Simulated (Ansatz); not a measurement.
# BaNi2P2: computed properties

Level of theory: DFT PBEsol, scalar-relativistic, plane waves, PAW in Ansatz.

Cutoff 420 eV; k points 12×12×12 on the computed 5-atom cell (Γ-centred); Gaussian smearing, width 0.10 eV; no spin polarisation.

The structure is relaxed at this level of theory with its symmetry kept. Whether it is the stable form of this composition wasn't checked.

```
Ba Ni P
1.0
    -1.92895    1.92895    5.92965
     1.92895   -1.92895    5.92965
     1.92895    1.92895   -5.92965
Ba Ni P
1 2 2
Direct
  0.00000 0.00000 0.00000
  0.75000 0.25000 0.50000
  0.25000 0.75000 0.50000
  0.65682 0.65682 0.00000
  0.34318 0.34318 0.00000
```

| Quantity | Value |
| --- | --- |
| Space group | I4/mmm (No. 139) |
| Volume per atom | 119.1 bohr³ |
| Formation energy from the elements' standard states (uncorrected) | -0.860 eV/atom |
| Kohn–Sham band gap | none (metal) |
| Density of states at the Fermi level | 3.64 states/eV per cell |
| Löwdin character within 0.5 eV of the Fermi level | Ni 3d 42 %, P 3p 37 %, unprojected 16 % |
| Bulk modulus | 84 GPa |
| Its pressure derivative | 4.6 |
| Bader charges (e) | Ba (1 in the cell) 1.21, Ni (2 in the cell) 0.04, P (2 in the cell) -0.65 |

Spin-orbit coupling is left out, which matters for the bands of heavy elements. Spin polarisation was left out, and a magnetic state may lie lower.

A ferromagnetic start lost its moments in a first run, so spin was left out; other magnetic orders weren't tried.

Cost: 9 runs of about 7.9 core-minutes in all, on AMD EPYC 9R45 (Zen 5) (shared hosts).